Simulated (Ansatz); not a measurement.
Input file:

```yaml
crystal:
  periodic: [false, false, false]
  atoms:
    - {symbol: Cl, position_ang: [0.000000, 0.223736, 1.567027]}
    - {symbol: Ga, position_ang: [0.000000, 0.282224, -0.779302]}
    - {symbol: F, position_ang: [0.000000, -1.453259, -0.064245]}
basis:
  gaussian: {orbitals: cc-pVDZ, fitting: {mean_field: def2-universal-jkfit}}
magnetization: {spin_polarized: true, initial_magnetization: 3}
correlation: {method: mp2, electrons: outside_noble_gas}
output: {forces: true}
```

```sh
$ ansatz run in.yaml --threads 1 --pin off --events-out ev --progress --plain --max-ram 2393MiB
```

The program prints:

```
471 factors; integrals over basis functions are off by at most 1.9e-1 eV
mean field evaluation 1: about -67537.9893 eV, gradient 1.7e1 eV
mean field evaluation 2: about -67539.3313 eV, gradient 1.3e1 eV
mean field evaluation 4: about -67540.1931 eV, gradient 1.4e0 eV
mean field evaluation 8: about -67540.2761 eV, gradient 4.0e-2 eV
mean field evaluation 16: about -67538.5454 eV, gradient 1.6e-6 eV
mean field evaluation 32: about -67536.1143 eV, gradient 2.1e-6 eV
mean field evaluation 64: about -67537.0120 eV, gradient 2.8e0 eV
mean field evaluation 96: about -67537.3090 eV, gradient 2.4e-2 eV
mean field -67540.27614946 eV, -2482.0593680491 hartree, gradient 1.7e-6 eV, S^2 3.763235; 21 other end points of the search recorded, 0 dependent functions left out
20 core orbitals not correlated, not the lowest: weight in the atoms' cores, before any rotation towards them, 0.949 or more for the frozen orbitals, at most 0.046 for the correlated occupied ones
reference -67540.27614946 eV, -2482.0593680491 hartree; 10, 7 occupied and 29, 32 virtual orbitals, 471 factors
second order -9.29152427 eV of doubles, -0.00000000 eV of singles
the calculation of the forces begins
Total energy: -67549.56767372 eV, -2482.4008252679 hartree
Atom 0 at     0.000000     0.223736     1.567027 Å, force    -0.000000    -0.097597     0.716374 eV/Å
Atom 1 at     0.000000     0.282224    -0.779302 Å, force     0.000000    -0.049014    -0.763772 eV/Å
Atom 2 at     0.000000    -1.453259    -0.064245 Å, force    -0.000000     0.146611     0.047399 eV/Å
Dipole moment:    -0.000000     0.410431    -0.004394 e Å
```

Forces (eV/Å):
```
Cl   0.000 -0.098  0.716
Ga   0.000 -0.049 -0.764
F    0.000  0.147  0.047
```

Ran on 1 thread of Arm Neoverse V1, shared host: 13 s wall, 0.12 GiB peak host memory.
